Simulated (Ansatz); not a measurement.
A made-up structure of AlH3ClO (charge +1), closed shell:

```xyz
6
angstrom
O -0.7357 0.1264 -0.7243
Al 0.7085 0.0581 0.7808
Cl 1.5705 -2.0488 0.7221
H -0.9730 -0.7169 -1.3674
H -1.3515 0.9826 -0.9830
H 0.7813 1.5987 1.5718
```

It is relaxed with PBE-D4/def2-SVP and then PBE0-D4/def2-TZVP (Ansatz 0.2.0). Atoms count as bonded within 1.22 times the sum of their covalent radii (H–H: 0.88 Å). The end point is not checked to be a true minimum.

Problem. Does its bonding change? (Judge from chemistry; the calculation decides.)

Solution. The calculation gives: No: no bond forms or breaks.

Where it ends: The first stage lowers the energy by 1.10 eV in 7 steps. It ends as AlH₃ClO ([OH2][AlH][Cl]), total charge +1:
```
6
angstrom
O -0.6571 0.1128 -0.6469
Al 0.6324 0.0517 0.6968
Cl 1.4029 -1.8291 0.6456
H -0.8693 -0.6398 -1.2213
H -1.2067 0.8775 -0.8776
H 0.6978 1.4270 1.4035
```

Labels in which every atom is bracketed show which atoms are joined, not bond orders.

For scale, one of the runs: PBE0-D4/def2-TZVP relaxation, 123 basis functions, launched by `ansatz run in.yaml --threads 2 --pin off --events-out ev --progress --plain --max-ram 4352MiB`. The run took about 9.5 s on 2 CPU threads of an Arm Neoverse V2 (shared host).
